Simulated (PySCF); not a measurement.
Species: C₃H₉PS.
SMILES: `CP(C)(C)=S`

Computed, not measured: PBE0-D3(BJ)/def2-SVP geometry optimisation, gas phase (PySCF).

Masses are those of the commonest isotopes; rigid-rotor values at the optimised geometry. 

(1) What are A, B and C (MHz)?

(2) What kind of rotor is it?

(3) Where do the R-branch lines fall?

(4) Estimate the classical rotational partition function at 200 K, 298.15 K and 500 K.

Answers

(1) Ia = 141.53, Ib = 216.47, Ic = 216.53 u·Å²; 505379 MHz·u·Å²/I gives A = 3571, B = 2335, C = 2334 MHz.

(2) A prolate symmetric top, as the point group C3v requires two equal moments; the computed ones differ by 0.03 % because the geometry is symmetric only within the optimiser's tolerance; Ray's κ = -0.999.

(3) The dipole of 4.75 D lies along the symmetry axis, so ΔK = 0 and J+1 ← J falls at 2B(J+1) for every K: 4.67 GHz, 9.34 GHz, 14.01 GHz, 18.67 GHz, 23.34 GHz for J = 0 to 4.

(4) Point group C3v, symmetry number σ = 3; q = (√π/σ)·√((kT/h)³/(ABC)), k/h = 20836.6 MHz/K: 36000 at 200 K, 65600 at 298.15 K, 142000 at 500 K.

PBE0-D3(BJ)/def2-SVP frequencies: not computed here. These are rigid-rotor constants of the computed structure; measured ground-state constants (B0) also hold zero-point vibration.

The run took 26 s of wall time on an Intel Xeon Platinum 8488C with one thread, shared host with 192 logical CPUs at a one-minute load of 109, and the process peaked at 0.51 GiB of memory. These figures are those of the optimisation.
